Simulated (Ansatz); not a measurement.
# Al2H4 (singlet): from Hartree-Fock to the top rungs at distance Al1–Al2 = 2.887 Å, cc-pVTZ

An exercise on one series of results from a longer session: the logs are not shown, and one member is left open.

Computed with Ansatz 0.2.0, Gaussian basis. Level: cc-pVTZ, core rule «outside noble gas», up to 10 orbitals frozen.

The runs, in order: UHF; CCSD(T) on RHF; BCCD(T) on RHF; CCSDT(Q) on RHF.

### What is computed

The geometry derives from a PBE0/def2-TZVP stationary point (not a proven minimum). One bond is set to the value named and the two fragments are kept rigid.

6 atoms, charge 0, spin multiplicity 1.

Atoms are counted from 1 here; the program's logs count them from 0.

Bond lengths: Al1–H3 1.595 Å, Al1–H4 1.595 Å, Al2–H5 1.595 Å, Al2–H6 1.595 Å. Angles: H3–Al1–H4 116.1°, H5–Al2–H6 116.1°.

Set-up of the first run:

Contents of in.yaml:

```yaml
crystal:
  periodic: [false, false, false]
  atoms:
    - {symbol: Al, position_ang: [0.000000, 0.000000, 1.443500]}
    - {symbol: Al, position_ang: [0.000000, 0.000000, -1.443500]}
    - {symbol: H, position_ang: [0.000000, 1.353331, 2.287315]}
    - {symbol: H, position_ang: [0.000000, -1.353331, 2.287315]}
    - {symbol: H, position_ang: [0.000000, 1.353331, -2.287315]}
    - {symbol: H, position_ang: [0.000000, -1.353331, -2.287315]}
basis:
  gaussian: {orbitals: cc-pVTZ}
magnetization: {spin_polarized: true, initial_magnetization: 0}
hamiltonian: {xc: hf}
output: {orbitals: {seedname: orbitals}}
```

Run with:

```bash
$ ansatz run in.yaml --threads 1 --pin off --events-out ev --progress --plain --max-ram 2816MiB --backend cpu
```

Among the steps run: UHF; CCSD(T) on RHF; BCCD(T) on RHF; CCSDT(Q) on RHF.

One table of the session follows, with a row left open; its other results are not shown here.

| method | from RCCSDT(Q) (meV) |
| --- | --- |
| RHF | +5647.5 |
| RMP2 | +1250.6 |
| RCCSD | +156.3 |
| RCCSD(T) | ? |
| BCCD(T) | +33.1 |
| RCCSDT | +5.1 |
| RCCSDT(Q) | 0 |

**Question.** Estimate the row for RCCSD(T).

**Answer.** from RCCSDT(Q) (meV): +33.9. In the column «from RCCSDT(Q) (meV)» it lies between BCCD(T) (+33.1) and RCCSD (+156.3).
